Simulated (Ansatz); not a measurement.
**A basis-limit estimate, worked out**

An elementary step of SiH₄O, closed shell (SiH₂ + H₂O → SiH₄O ([OH][SiH3]); bonds formed: Si1–H2; dative contacts that become bonds: Si1–O3; bonds broken: H2–O3). “Start” is the structure reached by relaxing down from the saddle towards the reactants; PBE0-D4/def2-TZVP structures. The saddle:

```
6
angstrom
Si -0.5058 0.4448 -0.4717
H 1.0818 0.1530 -0.6919
O 0.9864 -0.1925 0.5125
H -1.4633 -0.7062 -0.3895
H -1.1036 1.4563 0.4546
H 1.0046 -1.1555 0.5860
```

Ansatz 0.2.0; basis: def2-TZVPP and def2-QZVPP; cores frozen in the correlated methods.

Energies in eV:

| quantity | saddle | start |
| --- | --- | --- |
| Hartree–Fock, triple zeta (X = 3) | -9960.70847 | -9962.30135 |
| Hartree–Fock, quadruple zeta (X = 4) | -9961.06585 | -9962.64103 |
| MP2 correlation, X = 3 | -10.97983 | -10.33809 |
| MP2 correlation, X = 4 | -11.79038 | -11.13917 |
| CCSD(T) correlation, X = 3 | -12.03490 | -11.48498 |

Work out the barrier at the basis limit: extrapolate Hartree–Fock as E(X) = E∞ + A exp(−7.88 √X) and the MP2 correlation as E(X) = E∞ + B X^−2.97 (the exponents that Neese and Valeev fitted for def2-TZVPP and QZVPP), then add CCSD(T) − MP2 in triple zeta.

Each step is linear, so take the differences first (saddle − start): Hartree–Fock 1.59288 (X = 3) and 1.57518 (X = 4); MP2 correlation -0.64174 and -0.65121; CCSD(T) correlation -0.54992.
Two points give E∞ = E(4) + w [E(4) − E(3)], with w = 1/(exp(7.88 (2 − √3)) − 1) = 0.1377 for Hartree–Fock and w = 1/((4/3)^2.97 − 1) = 0.7407 for the correlation.
Hartree–Fock: 1.57518 + 0.1377 × (-0.01770) = 1.5727 eV.
MP2 correlation: -0.65121 + 0.7407 × (-0.00947) = -0.6582 eV.
CCSD(T) − MP2: -0.54992 − (-0.64174) = 0.0918 eV.
Sum: 1.5727 + (-0.6582) + 0.0918 = 1.0063 eV, or 23.21 kcal/mol. Plain CCSD(T) in triple zeta gives 1.0430 eV, so the larger basis shifts the result by -0.0367 eV.

No T1 diagnostic of these runs exceeds 0.016. The restricted Hartree–Fock reference is unstable towards an unrestricted one at one or more of these structures.

Losses and insertions of silylenes and their heavier kin drive the gas-phase chemistry of silicon and germanium vapour deposition.

Labels in which every atom is bracketed show which atoms are joined, not bond orders.

For scale, one of the runs: CCSD(T)/def2-TZVPP, 129 basis functions, launched by `ansatz run in.yaml --threads 2 --pin off --events-out ev --progress --plain --max-ram 4352MiB`. The run took about 6.5 s on 2 CPU threads of an Arm Neoverse V1 (shared host).
